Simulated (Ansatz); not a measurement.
A run of Ansatz (development build ahead of 0.2.0) on doublet PN(+) at this shape:

| atom | x (Å) | y (Å) | z (Å) |
| --- | --- | --- | --- |
| P | 0.0000 | 0.0000 | -0.7414 |
| N | 0.0000 | 0.0000 | 0.7414 |

Its results:

* Converged: yes
* Reference energy: -394.58796 hartree
* Correlation energy: -0.22136 hartree
* Total energy: -394.80932 hartree
* Spin squared of the determinant: 0.750
* Stability test: minimum among restricted orbitals
* Occupied orbitals by symmetry in an Abelian subgroup (alpha; beta): 7 A1 2 B1 2 B2; 7 A1 1 B1 2 B2

Messages of the program:
```
mean field -10737.28551989 eV, -394.5879648623 hartree, gradient 5.0e-6 eV, S^2 0.750000; 6 other ends of a descent, 0 dependent functions left out
with unlike orbitals of the spins -10737.94781886 eV, -394.6123039005 hartree, S^2 1.4370
```

Q: Which input gives this output? Name the method, the orbitals and the basis set, and write the input.

A: ROHF-MP2 in def2-SVP.

```yaml
crystal:
  periodic: [false, false, false]
  atoms:
    - { symbol: P, position_ang: [0.0, 0.0, -0.74141] }
    - { symbol: "N", position_ang: [0.0, 0.0, 0.74141] }
basis:
  gaussian: { orbitals: def2-SVP }
total_charge: 1
magnetization:
  initial_magnetization: 1
hamiltonian:
  xc: hf
correlation:
  method: mp2
  frozen_orbitals: { "N": 1, P: 5 }
```

Caution: an unrestricted determinant lies well below; MP2 on this radical cation hangs on the determinant chosen; a plain start can end on a higher determinant.
